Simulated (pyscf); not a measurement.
[H₃C–Zn]• + H₂S → H₃C–Zn–SH + H atom (H•), a substitution at S (doublet surface; H–S broken, S–Zn formed). PySCF, gas phase, ωB97X-D3(BJ)/def2-SVP geometries. Energies in kcal/mol from the separated reactants.

Small-basis levels: PySCF, no dispersion term, spherical d functions. AM1 to PM7: differences of heats of formation from MOPAC, which are fitted to 298 K values and so differ in kind from electronic energies by zero-point and thermal terms. Open shells are spin-unrestricted. 

| level | barrier | reaction energy |
|---|---|---|
| HF/3-21G | 15.3 | -6.1 |
| HF/6-31G*+LANL2DZ | 28.3 | +9.6 |
| MP2/6-31G*+LANL2DZ | 19.7 | +3.2 |
| BP86/6-31G*+LANL2DZ | 13.0 | +19.0 |
| B3LYP/6-31G*+LANL2DZ | 17.1 | +18.4 |
| M06-2X/6-31G*+LANL2DZ | 17.5 | +13.9 |
| AM1 | 9.8 | +32.5 |
| PM6 | 1.4 | +19.8 |
| PM7 | -29.0 | +5.0 |
| ωB97M-D3(BJ)/def2-TZVP | 13.2 | +8.0 |

Against the last row the barrier runs from -42.1 (PM7) to +15.2 kcal/mol (HF/6-31G*+LANL2DZ). At BP86/6-31G*+LANL2DZ, B3LYP/6-31G*+LANL2DZ, AM1, PM6, PM7 this geometry lies under one side, so the entry may be no barrier of that level: it is a single point on another level's saddle. ωB97M-D3(BJ)/def2-TZVP has limits of its own. One saddle was located; it need not be the lowest between these sides. The angle at the attacked S is 178°. In the def2 sets elements up to Kr have no core potential.
